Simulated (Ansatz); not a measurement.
Members of the series nitrenes, diatomics and small unsaturated species; each row names its spin state. All species are isolated molecules in the gas phase. One relaxed conformer stands for each flexible species; it need not be the lowest. Strings in code marks are SMILES.

Quantity: adiabatic spin-state energy, in eV. The DFT solution of `[CH+]` is unstable or spin-contaminated; the geometry comes from it. HF references are unrestricted for open shells and restricted for singlets. The restricted reference of `[B]Cl`, `[CH+]` and `[SiH+]` is unstable towards unrestricted orbitals.

A: `[Al][Cl]`: multiplicity 3 minus multiplicity 1
B: `[SiH+]`: multiplicity 3 minus multiplicity 1
C: `[GaH]`: multiplicity 3 minus multiplicity 1
D: `[B]Cl`: multiplicity 3 minus multiplicity 1
E: `[CH+]`: multiplicity 3 minus multiplicity 1
F: `[B]F`: multiplicity 3 minus multiplicity 1

Put the candidates in order of adiabatic spin-state energy, lowest first, for composite: frozen-core CCSD(T) with HF/cc-pV5Z and the correlation energy extrapolated as X^-3 from cc-pVQZ and cc-pV5Z, plus CCSDT(Q) minus CCSD(T) in cc-pVTZ // B3LYP-D3(BJ)/def2-TZVP (Ansatz, a first-principles code).

E (1.21 eV), C (2.07 eV), B (2.26 eV), D (2.52 eV), A (2.96 eV), F (3.62 eV)
